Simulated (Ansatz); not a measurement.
C$_{3}$H$_{4}$N$_{2}$, SMILES `C=C(N)C#N`, relaxed with RKS PBE-D4/def2-SVP in Ansatz 0.2.0 from a rough embedded geometry. The force threshold is 0.03 eV/Å; the program also tests the step.

The species carries charge 0 and has multiplicity 1.

Start:

```xyz
9

C    -0.953    0.666   -0.542
C     0.109    0.007   -0.077
N     0.499    0.084    1.225
C     0.909   -0.750   -0.890
N     1.624   -1.496   -1.565
H    -1.243    0.520   -1.652
H    -1.616    1.279    0.026
H     0.980   -0.666    1.582
H    -0.309    0.357    1.894
```

```tsv
step	energy (eV)	largest force (eV/Å)	largest move (Å)
1	-6142.3490	7.698	0.000
2	-6142.9351	1.242	0.101
3	-6142.9835	0.361	0.049
4	-6142.9917	0.248	0.042
5	-6142.9926	0.427	0.027
6	-6142.9952	0.046	0.015
7	-6142.9953	0.033	0.011
8	-6142.9954	0.007	0.003
```

End:

```xyz
9

C    -1.003    0.641   -0.607
C     0.068    0.001   -0.058
N     0.477    0.074    1.269
C     0.922   -0.796   -0.908
N     1.616   -1.461   -1.581
H    -1.193    0.581   -1.685
H    -1.678    1.246    0.016
H     1.005   -0.722    1.628
H    -0.214    0.436    1.927
```

Hardware: 4 threads of a server CPU on a shared host. Wall time 8 s, peak host memory 0.13 GiB.
